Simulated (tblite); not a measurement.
Isomers of C4H3OS (doublet state). Computed with GFN2-xTB (tblite): harmonic, unscaled wavenumbers at the GFN2-xTB geometry, gas phase. Errors from tens to a few hundred cm⁻¹ against measured bands are possible. Modes of hydrogen on sulfur can be 10 to 20 % off. One conformer each. Open shells enter through the occupations alone, without spin polarisation, and single modes of such species can be off by tens of per cent.

Electronic energies: GFN2-xTB at the same geometries; isomer energies are rough at this level and their order can be wrong.

```csv
SMILES,"electronic energy, lowest = 0 (kJ/mol)"
Sc1cc[c]o1,216.7
Sc1[c]cco1,230.6
[S]c1ccco1,0.0
Sc1c[c]co1,225.9
```

Problem. How do GFN2-xTB zero-point energies change the relative energies?

Solution. 
```json
{"SMILES": "[S]c1ccco1", "ZPE (kJ/mol)": "153.1", "of it from modes above 1550 cm⁻¹": "57.1", "electronic (kJ/mol)": "0.0", "with ZPE, lowest = 0 (kJ/mol)": "0.0", "lowest mode (cm⁻¹)": "201", "rings": "1"}
{"SMILES": "Sc1cc[c]o1", "ZPE (kJ/mol)": "141.6", "of it from modes above 1550 cm⁻¹": "52.6", "electronic (kJ/mol)": "216.7", "with ZPE, lowest = 0 (kJ/mol)": "205.2", "lowest mode (cm⁻¹)": "185", "rings": "1"}
{"SMILES": "Sc1c[c]co1", "ZPE (kJ/mol)": "141.5", "of it from modes above 1550 cm⁻¹": "52.9", "electronic (kJ/mol)": "225.9", "with ZPE, lowest = 0 (kJ/mol)": "214.3", "lowest mode (cm⁻¹)": "84", "rings": "1"}
{"SMILES": "Sc1[c]cco1", "ZPE (kJ/mol)": "141.4", "of it from modes above 1550 cm⁻¹": "52.7", "electronic (kJ/mol)": "230.6", "with ZPE, lowest = 0 (kJ/mol)": "219.0", "lowest mode (cm⁻¹)": "167", "rings": "1"}
```

The zero-point energies span 11.7 kJ/mol, from `Sc1[c]cco1` to `[S]c1ccco1`. The order is unchanged.

Problem. What do entropy and thermal enthalpy add at 298.15 K and 1 bar (rigid rotor, harmonic oscillator, one conformer each)?

Solution. 
```
    SMILES  point group  symmetry number  S (J/(mol K))  H − H(0) (kJ/mol)  ZPE + H − H(0) − TS (kJ/mol)
[S]c1ccco1           Cs                1          310.6              15.36                          75.8
Sc1cc[c]o1           C1                1          321.3              17.08                          62.9
Sc1c[c]co1           Cs                1          328.6              17.75                          61.3
Sc1[c]cco1           Cs                1          324.1              17.55                          62.4
```

S holds R ln(2S + 1) for the spin.
